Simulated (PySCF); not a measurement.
Which functional comes closest?

Molecule: SMILES O[PH2]=O, H$_{3}$O$_{2}$P.

Geometry:
```csv
atom,x (Å),y (Å),z (Å)
O1,-1.189,1.345,-0.333
P2,-0.407,0.117,-0.092
O3,1.179,0.378,0.109
H4,-0.765,-0.642,1.062
H5,-0.451,-0.871,-1.121
H6,1.702,-0.418,0.263
```

Geometry PBE0-D3(BJ)/def2-SVP throughout; GIAO in PySCF 2.14, gas phase, one conformer, non-relativistic; equivalent atoms averaged; basis pcSseg-2.

Reference values (measured; solution, H2O; S. K. Latypov et al., Phys. Chem. Chem. Phys. 2015 (author manuscript)): δ(P2) = 12.5 ppm vs 85 % H3PO4. Computed shifts are taken against H3PO4, calculated as an isolated molecule at each level.

Task: How do the functionals HF, LDA, PBE, BLYP, BP86, OPBE, KT2, KT3, B97-D, B3LYP, PBE0, mPW1PW91, WP04, B97-2, BHandHLYP, CAM-B3LYP, wB97X-D, LC-wPBE perform against the reference? Times are CPU seconds on shared hosts with different chips, so compare them loosely; the GGAs took longer than the global hybrids here, which isn't the general rule, and the cause wasn't traced.

Result: 
| functional | kind | P2 | abs. error P | core-s |
| --- | --- | --- | --- | --- |
| HF | Hartree–Fock | -14.3 | 26.8 | 2.8 |
| LDA | LDA | -21.4 | 33.9 | 7.3 |
| PBE | GGA | -23.8 | 36.3 | 9.1 |
| BLYP | GGA | -24.3 | 36.8 | 9 |
| BP86 | GGA | -23.4 | 35.9 | 9 |
| OPBE | GGA | -21.4 | 33.9 | 9 |
| KT2 | GGA | -24.6 | 37.1 | 9.5 |
| KT3 | GGA | -23.2 | 35.7 | 9.2 |
| B97-D | GGA | -21.8 | 34.3 | 8.8 |
| B3LYP | global hybrid | -21.5 | 34.0 | 5.7 |
| PBE0 | global hybrid | -21.2 | 33.7 | 6.1 |
| mPW1PW91 | global hybrid | -20.9 | 33.4 | 6.1 |
| WP04 | global hybrid | -16.3 | 28.8 | 5.2 |
| B97-2 | global hybrid | -20.6 | 33.1 | 5.1 |
| BHandHLYP | global hybrid | -18.3 | 30.8 | 5.1 |
| CAM-B3LYP | range-separated hybrid | -22.5 | 35.0 | 6.8 |
| wB97X-D | range-separated hybrid | -23.0 | 35.5 | 6.6 |
| LC-wPBE | range-separated hybrid | -24.9 | 37.4 | 10 |

For ³¹P the closest is HF (26.8 ppm) and the furthest LC-wPBE (37.4 ppm). One molecule is a small sample, and vibrational and solvent effects are absent from the calculation.
